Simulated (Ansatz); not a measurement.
Results of BLYP (Ansatz, an electronic-structure program, plane waves, PAW) for diamond-structure Si.

Run with plane-wave cutoff 520 eV, 12×12×12 k mesh, scalar-relativistic PAW data made under PBE.

Computed at the level's own relaxed cell.

```xyz
2
Lattice="0.0000 2.7663 2.7663 2.7663 0.0000 2.7663 2.7663 2.7663 0.0000" Properties=species:S:1:pos:R:3 pbc="T T T"
Si     2.7663     2.7663     2.7663
Si     4.1495     4.1495     4.1495
```

Task: Give the elastic tensor (Voigt notation, GPa, ions relaxed, in the Cartesian axes of the cell as printed).

Result: 
```
  145.0    44.8    44.8     0.0     0.0     0.0
   44.8   145.0    44.8     0.0     0.0     0.0
   44.8    44.8   145.0     0.0     0.0     0.0
    0.0     0.0     0.0    74.8     0.0     0.0
    0.0     0.0     0.0     0.0    74.8     0.0
    0.0     0.0     0.0     0.0     0.0    74.8
```

Measured, for comparison: elastic constant C11 168 GPa, elastic constant C12 64.9 GPa, elastic constant C44 80.2 GPa (low temperature, zero-point motion not removed; as tabulated in Tanner et al. (2021), arXiv:2110.11888). Computed (rounded) less measured: elastic constant C11 -14 %, elastic constant C12 -31 %, elastic constant C44 -7 %.

Computed values are for the static lattice.
